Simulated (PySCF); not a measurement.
Species: C5H11S (charge -1).
SMILES: `CCC[C@@H](C)[S-]`

Torsions of this conformer, `[CH3:1][CH2:2][CH2:3][C@@H:4]([CH3:5])[S-:6]`: C1–C2–C3–C4 176°, C2–C3–C4–C5 61°.

The closed-shell ground state was solved at several levels (PySCF, density fitting, gas phase, non-relativistic). The structure is a single PBE0-D3(BJ)/def2-SVP conformer in the gas phase; no vibrational or solvent corrections. The geometry's basis has no diffuse functions, a weakness for an anion. Where the HOMO energy is positive, the finite basis confines the outermost electrons. No diffuse functions stand in pcSseg-1, which bears on an anion's orbital energies.

| level | basis functions | total energy (Eh) | HOMO (eV) | LUMO (eV) | gap (eV) |
| --- | --- | --- | --- | --- | --- |
| PBE0/pcSseg-1 | 164 | -594.9461 | 0.44 | 4.71 | 4.27 |
| PBE/pcSseg-1 | 164 | -594.8784 | 1.55 | 3.91 | 2.36 |

**Question.** Estimate the row for CAM-B3LYP/def2-SVPD, a basis of 215 functions; the other rows only guide the guess.

**Answer.** Total energy -595.0191 Eh, HOMO -1.37 eV, LUMO 4.19 eV, gap 5.56 eV.

**Question.** Over all these levels, which gives the widest orbital gap and which the narrowest?

**Answer.** CAM-B3LYP/def2-SVPD (range-separated hybrid) has the widest, 5.56 eV, and PBE/pcSseg-1 (GGA) the narrowest, 2.36 eV. Functional and basis both differ between the two, so the spread mixes both effects.
